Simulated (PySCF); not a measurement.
A GIAO shielding run with PySCF 2.14.0 with density-fitted response routines (density fitting, non-relativistic, gas phase) on SMILES c1n(C)cnn1, C$_{3}$H$_{5}$N$_{3}$:

```
$ OMP_NUM_THREADS=1 python probes_run.py task.json out

{"job": {"kind": "nmr", "xc": "BLYP", "basis": "pcSseg-2", "pop": false}, "charge": 0, "multiplicity": 1}
C     -1.356080     0.041882     0.459927
N      0.001038    -0.002338    -0.022323
C      0.743856    -1.099221    -0.342813
N      1.951584    -0.748959    -0.695745
N      2.027824     0.604265    -0.608124
C      0.864212     1.036924    -0.203694
H     -1.778806     1.037466     0.272854
H     -1.969428    -0.697381    -0.072901
H     -1.405853    -0.165532     1.539848
H      0.356104    -2.116830    -0.307182
H      0.590734     2.077762    -0.033360
```

Hardware: 1 thread of an Arm Neoverse V1, shared host. The job also computes ring-centre shieldings.

Q: How large is the calculation?

A: 44 electrons, 286 basis functions and 741 auxiliary functions.

Q: How long does it take, and how much memory does it need?

A: 53 s of wall time, with 16 SCF cycles; peak memory 0.95 GiB. Times on a shared host scatter by some tens of per cent.

Q: And these other runs on the same molecule and hardware: GIAO shielding at BP86/pcSseg-2; GIAO shielding at HF/pcSseg-2; GIAO shielding at LDA/pcSseg-2; GIAO shielding at OPBE/pcSseg-2; GIAO shielding at PBE/pcSseg-2?

A: BP86/pcSseg-2: 286 functions, 49 s; HF/pcSseg-2: 286 functions, 23 s; LDA/pcSseg-2: 286 functions, 49 s; OPBE/pcSseg-2: 286 functions, 45 s; PBE/pcSseg-2: 286 functions, 52 s.
